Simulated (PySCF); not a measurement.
# ClH4: doublet, from a PBE0 minimum start

The task is one start of a wider search on ClH4: the doublet, from a PBE0 minimum start. It is relaxed, tested by its Hessian and followed downhill if it is a saddle.

Computed with PySCF 2.14.0. Level: PBE0, basis Cl def2-TZVP, H def2-TZVP, no relativity, density fitting.

## (1) Starting geometry

5 atoms, charge 0, spin multiplicity 2.

Bond lengths: Cl1–H2 1.477 Å, Cl1–H3 1.477 Å, Cl1–H4 1.477 Å, Cl1–H5 1.477 Å. Angles: H2–Cl1–H3 90.0°, H2–Cl1–H4 180.0°, H2–Cl1–H5 90.0°, H3–Cl1–H4 90.0°, H3–Cl1–H5 180.0°, H4–Cl1–H5 90.0°.

```xyz
5
charge 0 multiplicity 2
Cl    0.0000    0.0000    0.0000
H     1.4769    0.0000    0.0000
H     0.0000    1.4769    0.0000
H    -1.4769    0.0000    0.0000
H     0.0000   -1.4769    0.0000
```

## (2) Finding the electronic state

The steps below are one call of a driver around PySCF. For each, scf.py gives the equivalent set-up of the SCF; relaxations use the driver's own optimiser. After this first run the driver tries any further starts and a stability analysis.

scf.py reads:

```python
from pyscf import gto, scf, dft
mol = gto.M(atom='''
Cl     0.000000     0.000000    -0.000000
H      1.476871    -0.000000    -0.000000
H      0.000000     1.476871    -0.000000
H     -1.476871     0.000000     0.000000
H     -0.000000    -1.476871     0.000000''',
    basis={'Cl': 'def2-TZVP', 'H': 'def2-TZVP'},
    charge=0, spin=1)
mf = dft.UKS(mol, xc='PBE0')
mf.grids.atom_grid = (50, 194)
aux = {'Cl': 'def2-universal-JKFIT', 'H': 'def2-universal-JKFIT'}
mf = mf.density_fit(auxbasis=aux)
mf.conv_tol = 1e-08
mf.diis_space = 10
mf.max_cycle = 60
mf.init_guess = 'minao'
mf.verbose = 4
mf.kernel()
```

Run with:

```
> OMP_NUM_THREADS=2 python axn.py task.json out
```

The log of the run:

```text
init E= -462.318329931893
[... the frontier-level lines of each cycle are left out ...]
cycle= 1 E= -462.166274863208  delta_E= 0.152  |g|= 0.0944  |ddm|= 1.45
cycle= 2 E= -462.168881026549  delta_E= -0.00261  |g|= 0.0526  |ddm|= 0.146
cycle= 3 E= -462.169738116376  delta_E= -0.000857  |g|= 0.0182  |ddm|= 0.0702
cycle= 4 E= -462.169915336847  delta_E= -0.000177  |g|= 0.00393  |ddm|= 0.0255
cycle= 5 E= -462.169929789208  delta_E= -1.45e-05  |g|= 0.000532  |ddm|= 0.00637
cycle= 6 E= -462.169930175616  delta_E= -3.86e-07  |g|= 6.87e-05  |ddm|= 0.00122
cycle= 7 E= -462.169930179171  delta_E= -3.56e-09  |g|= 1.01e-05  |ddm|= 0.000141
Extra cycle  E= -462.16993017925  delta_E= -7.9e-11  |g|= 5.7e-06  |ddm|= 1.9e-05
converged SCF energy = -462.16993017925  <S^2> = 0.75515321  2S+1 = 2.0051466
```

This step, with its further starts and checks, ran for 1.4 s (2 threads of AMD EPYC 9R45 (Zen 5), shared host).

The test of internal stability found no lower solution of this spin.

## (3) Relaxing the doublet from the PBE0 minimum start

The program finds D4h symmetry in the start, which this walk keeps. Threshold on the gradient: 0.0003 Eh/bohr, with a further test on the energy change.

Edit scf.py of step 2 so:

```diff
@@ -3,3 +3,3 @@
-Cl     0.000000     0.000000    -0.000000
-H      1.476871    -0.000000    -0.000000
-H      0.000000     1.476871    -0.000000
+Cl     0.000000     0.000000     0.000000
+H      1.476871     0.000000     0.000000
+H      0.000000     1.476871     0.000000
@@ -7 +7 @@
-H     -0.000000    -1.476871     0.000000''',
+H      0.000000    -1.476871     0.000000''',
@@ -17 +16,0 @@
-mf.init_guess = 'minao'
```

Steps of the walk:

```tsv
step	energy (Eh)	change (kJ/mol)	largest symmetric gradient (Eh/bohr)
0	-462.169930	0.00	0.00000
```

The walk took 0.5 s.

End point (D4h, 0 steps, 0.0 kJ/mol gained): Cl–H 1.477 Å (×4); H–Cl–H 90.0° (×4), H–Cl–H 180.0° (×2).

## (4) Frequencies

On the finer grid the gradient is checked again; gradients at displacements of ±0.02 bohr then give force constants and infrared intensities.

Edit scf.py of step 3 so:

```diff
@@ -11 +11 @@
-mf.grids.atom_grid = (50, 194)
+mf.grids.atom_grid = (75, 302)
@@ -14 +14 @@
-mf.conv_tol = 1e-08
+mf.conv_tol = 1e-10
```

This SCF starts from the last density.

Log of the central SCF (cycles and frontier levels):

```text
init E= -462.169922993341
[... the frontier-level lines of each cycle are left out ...]
cycle= 1 E= -462.169922993336  delta_E= 4.43e-12  |g|= 8.64e-06  |ddm|= 1.82e-05
Extra cycle  E= -462.169922993327  delta_E= 9.21e-12  |g|= 9.45e-06  |ddm|= 2e-05
converged SCF energy = -462.169922993327  <S^2> = 0.75515484  2S+1 = 2.0051482
```

The whole step took 7.6 s.

Geometry: D4h; Cl–H 1.477 Å (×4); H–Cl–H 90.0° (×4), H–Cl–H 180.0° (×2).

Harmonic modes (main isotopes):

```json
{"symmetry": "eu", "ω (cm⁻¹)": "747", "IR (km/mol)": "3500", "μ (u)": "1.01", "type": "stretch"}
{"symmetry": "a2u", "ω (cm⁻¹)": "770", "IR (km/mol)": "0.3", "μ (u)": "1.12", "type": "bend"}
{"symmetry": "b2u", "ω (cm⁻¹)": "1103", "IR (km/mol)": "0.0", "μ (u)": "1.01", "type": "bend"}
{"symmetry": "b2g", "ω (cm⁻¹)": "1150", "IR (km/mol)": "0.0", "μ (u)": "1.01", "type": "bend"}
{"symmetry": "eu", "ω (cm⁻¹)": "1379", "IR (km/mol)": "1474", "μ (u)": "1.11", "type": "mixed"}
{"symmetry": "b1g", "ω (cm⁻¹)": "1781", "IR (km/mol)": "0.0", "μ (u)": "1.01", "type": "stretch"}
{"symmetry": "a1g", "ω (cm⁻¹)": "1855", "IR (km/mol)": "0.0", "μ (u)": "1.01", "type": "stretch"}
```

All wavenumbers are real: a minimum.

Properties at this point:

- Dipole moment: 0.00 D
- Highest occupied level: -5.33 eV
- Lowest empty level: -2.68 eV
- Rotational constants: 3.834, 3.834, 1.917 cm⁻¹
- Zero-point energy: 65.3 kJ/mol
- Principal polarisabilities: 12.1, 55.7, 55.7 bohr³
- Atomisation energy without zero-point energy: 442 kJ/mol
- Principal traceless quadrupole moments about the centre of mass: -0.30, -0.30, 0.61 D Å
- Entropy at 298.15 K and 1 bar (electronic part: spin only): 216.7 J/(mol K)
- Heat capacity Cp at 298.15 K: 45.7 J/(mol K)
- Enthalpy at 298.15 K above 0 K: 10.81 kJ/mol
- Rotational symmetry number: 8
- Spin squared ⟨S²⟩: 0.755

Populations by atom (charges in e):

```csv
atom,Mulliken,Löwdin,polar tensor,spin (Mulliken),Mayer order to Cl1
Cl1,0.03,0.27,1.49,-0.08,–
"H2,3,4,5",-0.01,-0.07,-0.37,0.27,0.59
```

Mulliken populations on Cl1: s 5.82, p 10.75, d 0.39, f 0.01.

## (5) Summary of results

```
                                          quantity                                                                           value
                                           minimum                                                                    doublet, D4h
                                          geometry                        Cl–H 1.477 Å (×4); H–Cl–H 90.0° (×4), H–Cl–H 180.0° (×2)
                                wavenumbers (cm⁻¹)  747 (eu), 770 (a2u), 1103 (b2u), 1150 (b2g), 1379 (eu), 1781 (b1g), 1855 (a1g)
                                     dipole moment                                                                          0.00 D
highest occupied, lowest empty level (either spin)                                                                 -5.33, -2.68 eV
                        polar-tensor charge of Cl1                                                                         +1.49 e
                                 zero-point energy                                                                     65.3 kJ/mol
                               entropy at 298.15 K                                                                 216.7 J/(mol K)
         atomisation energy (no zero-point energy)                                                                      442 kJ/mol
                                              ⟨S²⟩                                                                           0.755
```

In words: The molecule stays D4h, as typed, and the end point is a minimum. The strongest infrared band lies at 747 cm⁻¹ (eu, stretch). The dipole vanishes although Cl1 carries +1.5 e by the polar tensor: the bond dipoles cancel. Only this shape and spin were tried, so other structures or states may lie lower.

The search up to here took 9.6 s.
